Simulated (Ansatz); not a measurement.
# N₂O: single points off equilibrium

An exercise on one series of results from a longer session: the logs are not shown, and one member is left open.

Method: single points in def2-TZVPP; program: Ansatz 0.2.0, Gaussian basis.

Correlated methods freeze the cores.

### Starting geometry

3 atoms, charge 0, spin multiplicity 1.

Atoms are counted from 1 here; the program's logs count them from 0.

Bond lengths: N1–N2 1.125 Å, N2–O3 1.147 Å. Angles: N1–N2–O3 178.9°.

As a file:

```xyz
3
N2O
N    -0.50170    0.99560   -0.17380
N    -0.00400    0.00310    0.00680
O     0.52280   -1.00030    0.18680
```

Set-up of the first run:

The input, run/in.yaml:

```yaml
crystal:
  periodic: [false, false, false]
  atoms:
    - {symbol: N, position_ang: [-0.501700, 0.995600, -0.173800]}
    - {symbol: N, position_ang: [-0.004000, 0.003100, 0.006800]}
    - {symbol: O, position_ang: [0.522800, -1.000300, 0.186800]}
basis:
  gaussian: {orbitals: def2-TZVPP}
correlation: {method: ccsd_t}
output: {forces: true}
```

The command line of these runs was not kept.

Steps of the session up to this table: CCSD(T)/def2-TZVPP; PBE0-D4/def2-TZVPP; wB97M-V/def2-TZVPP; r2SCAN-D4/def2-TZVPP; PBE-D4/def2-TZVPP; B97M-V/def2-TZVPP; r2SCAN0-D4/def2-TZVPP.

One of the session's tables, all rows but one given; the rest of the session is left out.

| method | RMS force component (eV/Å) | angle to CCSD(T) forces (°) | dipole (D) |
| --- | --- | --- | --- |
| CCSD(T) | 1.552 | reference | 0.15 |
| PBE0-D4 | 1.327 | 27.4 | 0.20 |
| wB97M-V | 1.655 | 29.1 | 0.11 |
| r2SCAN-D4 | 1.305 | 8.1 | 0.33 |
| PBE-D4 | 1.561 | 10.9 | 0.37 |
| B97M-V | ? | ? | ? |
| r2SCAN0-D4 | 1.395 | 41.3 | 0.17 |

Q: Estimate the row for B97M-V from the others.

The run gave: RMS force component (eV/Å): 1.284; angle to CCSD(T) forces (°): 21.4; dipole (D): 0.28. In the column «RMS force component (eV/Å)» it is the lowest.
